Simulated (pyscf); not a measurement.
Structures and frequencies: ωB97X-D3(BJ)/def2-SVP in PySCF. Correlated levels are frozen-core, on RHF or UHF. ΔMP2 is the change of the MP2 total energy from the triple- to the quadruple-zeta basis.

Q: How much does it cost (ΔH, 298 K, CCSD(T)/def2-TZVPP + ΔMP2(QZVPP)) to split H₃C–CH₂–Mg–OH (SMILES C[CH2][Mg][OH]) at its Mg–O bond into [H₃C–CH₂–Mg]• + OH•?

A: Mg–O to [H₃C–CH₂–Mg]• + OH•: 111.8 kcal/mol. The radicals are drawn with the spin at the cut bond; how far it spreads was not checked. Other isomers of [H₃C–CH₂–Mg]• were not searched in full and may lie lower. The CCSD(T) − MP2 part came from Ansatz, without density fitting, on the same reference. The frozen core leaves the outer d or s,p core shells of the metals and heavy elements correlated in the MP2 and CC values, and def2-TZVPP describes them poorly, which can shift differences by a few kcal/mol. Left out: the spin-orbit lowering of OH.
